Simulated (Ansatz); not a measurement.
CH5FS, closed shell: a pair in one relaxed arrangement.

Input (in.yaml):

```yaml
crystal:
  periodic: [false, false, false]
  atoms:
    - {symbol: F, position_ang: [1.146125, 0.425147, -2.240794]}
    - {symbol: H, position_ang: [0.701134, -0.196153, -1.690466]}
    - {symbol: C, position_ang: [-0.045048, 0.233066, 0.978388]}
    - {symbol: S, position_ang: [-0.362561, -1.176157, -0.108791]}
    - {symbol: H, position_ang: [-0.063487, 1.167519, 0.420730]}
    - {symbol: H, position_ang: [0.956588, 0.083546, 1.380394]}
    - {symbol: H, position_ang: [-0.757481, 0.257043, 1.800957]}
    - {symbol: H, position_ang: [-1.575170, -0.794012, -0.540318]}
basis:
  gaussian: {orbitals: "def2-TZVPPD.json"}
hamiltonian: {xc: pbe, dispersion: d4}
```

The basis file named in the input lies beside it (Basis Set Exchange, JSON).

Command:

```bash
ansatz run in.yaml --threads 4 --pin off --events-out ev --progress --plain --max-ram 9574MiB
```

What Ansatz 0.2.0 printed:

```
Functional definition: PBE
  name "PBE"
  cite "Perdew, Burke & Ernzerhof, Phys. Rev. Lett. 77, 3865 (1996) doi:10.1103/PhysRevLett.77.3865"
  parent pbe
  parameter kappa = 0.804
  parameter beta = 0.06672455060314922
  exchange = pbe_x(kappa = kappa, mu = beta*pi^2/3)
  correlation = pbe_c(beta = beta)
984 factors; their error is unknown
mean field evaluation 1: about -14656.2111 eV, gradient 6.4e1 eV
mean field evaluation 2: about -14638.5904 eV, gradient 1.1e2 eV
mean field evaluation 4: about -14664.2994 eV, gradient 7.5e0 eV
mean field evaluation 8: about -14664.4061 eV, gradient 2.8e-1 eV
mean field evaluation 16: about -14664.3803 eV, gradient 5.1e-4 eV
mean field -14664.38029397 eV, -538.9060359294 hartree, gradient 6.4e-5 eV, S^2 0.000000; 0 other end points of the search recorded, 0 dependent functions left out
reference -14664.38035232 eV, -538.9060380738 hartree; 18, 18 occupied and 195, 195 virtual orbitals, 984 factors
Total energy: -14664.47932921 eV, -538.9096754072 hartree
```

Hardware: 4 CPU threads of an AMD EPYC 7R43, shared host. Wall time about 2.1 s.
